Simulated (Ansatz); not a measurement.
Multireference treatment of C4H4, triplet

Computed with Ansatz's Gaussian-basis code (development build); CASPT2, NEVPT3, NEVPT4(SD) by development code. Basis cc-pVTZ, nonrelativistic, 4 orbitals frozen in the corrections. State-specific CASSCF; RHF is the lowest restricted (open-shell) Hartree–Fock solution met. Letters tell apart solutions met in one space. No symmetry is imposed, so a solution can break that of the shape. Lower solutions, or ones in other orbitals, may exist.

Geometry:

| atom | x (Å) | y (Å) | z (Å) |
| --- | --- | --- | --- |
| C | 0.0022 | 0.0190 | 0.2569 |
| C | 0.0165 | 0.6732 | -1.0258 |
| C | 0.0132 | -0.6532 | -1.0094 |
| C | 0.0174 | -0.0081 | 1.5872 |
| H | -0.0008 | 1.5955 | -1.5794 |
| H | -0.0128 | -1.5686 | -1.6024 |
| H | 0.0191 | 0.9258 | 2.1453 |
| H | -0.0172 | -0.9308 | 2.1604 |

CASSCF less RHF, in eV, and natural occupations:

| CAS | CASSCF | occupations |
| --- | --- | --- |
| (4,4) a | -0.925 | 1.92, 1.00, 1.00, 0.08 |
| (4,4) b | -0.459 | 1.98, 1.00, 1.00, 0.02 |

Problem. What totals less RHF do the corrections give on each solution?

Solution. 

| CAS | SC-NEVPT2 | FIC-NEVPT2 | NEVPT3 | NEVPT4(SD) | CASPT2 (IPEA 0) |
| --- | --- | --- | --- | --- | --- |
| (4,4) a | -16.679 | -16.708 | -17.374 | -17.875 | -16.958 |
| (4,4) b | -16.445 | -16.554 | -17.187 | -17.859 | -17.094 |

Problem. In CAS(4,4), is the solution lowest in CASSCF also lowest after SC-NEVPT2?

Solution. Yes: (4,4) a stays lowest, 0.23 eV under the next.

Problem. Roughly how much CPU time does a whole run from the default start take (median of such runs, summed over threads; nearly all runs on one pinned thread of a shared server, mostly Xeon at 2.3 to 2.6 GHz, by a development driver)?

Solution. CAS(4,4) a: about 78 s. Other jobs ran beside these, and the count of passes differs.
